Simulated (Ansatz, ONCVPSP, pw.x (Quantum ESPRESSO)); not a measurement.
## Au (sc): variants of one ONCV potential in the solid

Au, optimised norm-conserving Vanderbilt (ONCV), made with ONCVPSP 4.0.1.1 (patched build) (LDA (Perdew-Wang 92), scalar-relativistic). Core [Kr] 4d10 4f14, reference 5s2 5p6 5d10 6s1. Waves: 5s+6s: rc 1.50 bohr, ncon 4, nbas 7, qcut 8.9 1/bohr, 2 projectors; 5p: rc 1.65 bohr, ncon 4, nbas 7, qcut 7.9 1/bohr, 2 projectors, debl 2.8 Ha; 5d: rc 2.05 bohr, ncon 3, nbas 7, qcut 9 1/bohr, 3 projectors, debl 2.3 Ha. Local part: polynomial inside 1.45 bohr (lpopt 5, dvloc0 0 Ha). Core correction: none.

Crystal test: sc Au in pw.x 7.5, no spin, 12³ k-points, Fermi–Dirac smearing 0.01 Ry, cutoffs set for each file from its atomic test. The reference is all-electron LAPW (Ansatz 0.2.0) with the same functional, mesh and smearing; V0 and B0 come from Birch–Murnaghan fits to the pressures at five volumes. Errors are pseudo minus all-electron; Δ is the rms difference of the E(V) curves that follow from these fits, minima aligned, over ±6 % about the mean V0. Mesh and smearing are coarse, so the numbers serve the comparison and aren't converged zero-temperature values; the lattice is a test structure that the element need not adopt.

All-electron: a0 = 2.667 Å (V0 = 18.97 Å³/atom), B0 = 148.3 GPa.

1 further variants are left out: they gave no file fit for a test, a broken result, the same result as the base, or pressures whose basis-set error rivals the error shown.

```csv
change,cutoffs (Ry),pw.x,a0 (Å),a0 error (%),B0 error (%),Δ (meV/atom),mean pressure error (GPa)
base,80/320,converged,2.663,-0.16,+0.6,3.0,-0.71
d: qcut 5.9,80/320,converged,2.661,-0.25,+1.9,4.6,-1.10
"local potential polynomial inside 1.30 bohr (lpopt 1, dvloc0 3 Ha)",80/320,converged,2.663,-0.16,+0.7,3.0,-0.71
s: nproj 3,80/320,converged,2.663,-0.15,+0.6,2.9,-0.69
```

Task: Give the row for: all radii scaled by about 1.23 (s 1.84, p 2.02, d 2.52 bohr); local potential polynomial inside 1.78 bohr (lpopt 5, dvloc0 0 Ha).

Result: pw.x: converged; mean pressure error (GPa): -0.28; a0 (Å): 2.665; a0 error (%): -0.06; B0 error (%): +0.9; Δ (meV/atom): 1.2.
